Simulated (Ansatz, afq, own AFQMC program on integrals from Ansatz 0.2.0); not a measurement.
AFQMC on a folder of integrals that Ansatz 0.2.0 wrote.

```yaml
crystal:
  periodic: [false, false, false]
  atoms:
    - {symbol: O, position_ang: [0.000000, -0.083934, 0.000000]}
    - {symbol: H, position_ang: [0.000000, 0.666157, -0.978592]}
    - {symbol: H, position_ang: [0.000000, 0.666157, 0.978592]}
basis:
  gaussian: {orbitals: 6-31G}
magnetization: {spin_polarized: false}
correlation: {method: ccsd_t, electrons: outside_noble_gas, hamiltonian_folder: ham}
```

```sh
$ ansatz run in.yaml --threads 1 --pin off --events-out ev --progress --plain --max-ram 15360MiB --backend cuda --devices 0, --max-vram 18GiB
```

afq runs on the folder ham with

```
--method phaseless --trial cisd --walkers 4000 --populations 20 --least-time 60 --time-step 0.005 --steps-per-block 50 --equilibration-blocks 40 --max-blocks 4000 --target-error 0.00034 --factor-cut 1e-05 --seed 7687 --release-times 0.24,0.51,0.99,1.62,2.4 --release-step 0.03 --release-every 3 --taylor-order 6
```

Times are imaginary, in 1/Eh. The walk had a cap of 122 s. With eight or more populations the least sampling time is a fifth of least-time, and the error comes from their spread.

Log:

```
orbitals 12  electrons 4 4  factors 65 of 139
reference energy -75.89519333 Eh
CCSD correlation -0.16302927 Eh in 10 cycles, weight of the determinant in the CISD state 0.9252
energy of the start -76.058214 Eh
 block  time / (1/Eh)  mean weight  energy / Eh
     1     0.250  0.9998  -76.056645
     2     0.500  1.0002  -76.058223
     3     0.750  1.0001  -76.059706
     4     1.000  0.9999  -76.060521
     5     1.250  0.9995  -76.059991
     8     2.000  0.9998  -76.062261
    11     2.750  1.0000  -76.061092
    17     4.250  0.9999  -76.061904
    23     5.750  1.0002  -76.062050
    29     7.250  0.9999  -76.059700
    35     8.750  1.0001  -76.061175
    41    10.250  1.0000  -76.062149
    47    11.750  0.9999  -76.061352
    51    12.750  0.9998  -76.059670
    53    13.250  1.0000  -76.060973
    59    14.750  0.9999  -76.061900
    65    16.250  0.9999  -76.062041
    71    17.750  1.0002  -76.060539
    77    19.250  1.0001  -76.061025
    79    19.750  1.0001  -76.062887
    83    20.750  0.9999  -76.061602
    89    22.250  1.0001  -76.060999
error from the spread of 20 populations
released: time / (1/Eh)  energy / Eh  error  mean overlap
  0.24  -76.061433  0.000118  1.0002
  0.51  -76.061527  0.000092  0.9996
  0.99  -76.061595  0.000098  1.0006
  1.62  -76.061630  0.000117  0.9973
  2.40  -76.061591  0.000106  1.0005
energy -76.061279 +/- 0.000135 Eh
(rows thinned)
```

The run passed its tests (sampling time, drift between the halves within three errors, error under three times the target), which doesn't prove that it has relaxed.

Against this walk (error 3.7 meV) on the same determinant: CCSD(T) 16.8 meV higher, CCSDT(Q) 9.1 meV lower, CCSDTQ 6.5 meV lower (within the noise), full CI 7.7 meV lower. The error is statistical and leaves out the bias of the constraint. Released to 2.40 1/Eh the energy moves by -8 ± 5 meV (both errors), within twice the noise.

Cautions: constraint bias not in the error.

The walk took 15 s on 1 × NVIDIA H100 80GB HBM3 with 2 threads of AMD EPYC 7R13 Processor (Zen 3), on a shared host (the card was shared). The log's last line is the phaseless energy.

CCSDT and higher add their correlation energy to the determinant of the CCSD(T) run, since their own runs factorise the integrals more tightly (a shift of under 2 meV). A walk keeps the symmetry of its determinant, which the program's search chose and which needn't be the lowest solution, so a lower state of the same spin and another symmetry isn't excluded.
